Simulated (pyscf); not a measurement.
H₃Ge–O–GeH₃ + hydrogen fluoride (HF) -> F–GeH₂–O–GeH₃ + hydrogen (H₂), a four-centre exchange (singlet surface; Ge–H, F–H broken, F–Ge, H–H formed). Single points on ωB97X-D3(BJ)/def2-SVP structures (PySCF, gas phase). Energies in kJ/mol from the separated reactants.

AM1 to PM7: differences of heats of formation from MOPAC. 

Problem. Quick PM3 single points give ΔE‡ = 277.2 kJ/mol and ΔE = -108.4 kJ/mol. What does ωB97M-D3(BJ)/def2-TZVP give, and how far is the quick result from it?

Solution. ωB97M-D3(BJ)/def2-TZVP gives ΔE‡ = 130.8 kJ/mol and ΔE = -62.7 kJ/mol. PM3 lies 146.4 kJ/mol over it in the barrier and 45.7 kJ/mol under it in the reaction energy, so on this step it does not hold to within 12.6 kJ/mol. ωB97M-D3(BJ)/def2-TZVP has limits of its own. At the saddle there is also a short Ge–H contact that neither side keeps. This is the saddle that the search found; another between the same sides may lie lower. In the def2 sets elements up to Kr have no core potential.
